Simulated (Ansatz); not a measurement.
**hcp Lu**

Calculation: r²SCAN+rVV10 (plane waves, PAW; Ansatz, a first-principles code).

Numerical settings: plane-wave cutoff 560 eV, 18×18×10 k mesh (along the axes of the cell as run), Fermi–Dirac smearing 0.05 eV, scalar-relativistic PAW data made under PBE.

Cell: relaxed at this level.

- equilibrium volume per atom: 28.48 Å³/atom
- bulk modulus B0: 47.8 GPa
- equilibrium lattice constant a: 3.484 Å
- c axis length: 5.416 Å
- band gap: none
- pressure derivative B′ of the bulk modulus: 3.5

Measured, for comparison: equilibrium volume per atom 29.52 Å³/atom (room temperature, no zero-point or thermal correction; as tabulated in Söderlind et al. (2014), doi:10.1088/0953-8984/26/41/416001); bulk modulus 47.6 GPa (room temperature, no zero-point or thermal correction; as tabulated in Wikipedia's data pages); lattice constant a 3.505 Å (293 K, no zero-point or thermal correction; as tabulated in Wikipedia's data pages); lattice parameter c 5.549 Å (293 K, no zero-point or thermal correction, our sources range from 5.549 to 5.563; as tabulated in Wikipedia's data pages). Computed (rounded) less measured: equilibrium volume per atom -3.5 %, bulk modulus +0.4 %, lattice constant a -0.6 %, lattice parameter c -2.4 % (-2.4 % to -2.6 % over the range). A static lattice is as a rule a little smaller and stiffer than an uncorrected measurement, which narrows the difference in the lattice constant a and would widen misses of the other sign.

Note: the bulk modulus comes from volumes at which shape and atoms were relaxed.

Spin–orbit coupling is not included.

Computed values are for the static lattice.

The result took very roughly 17 core-minutes.
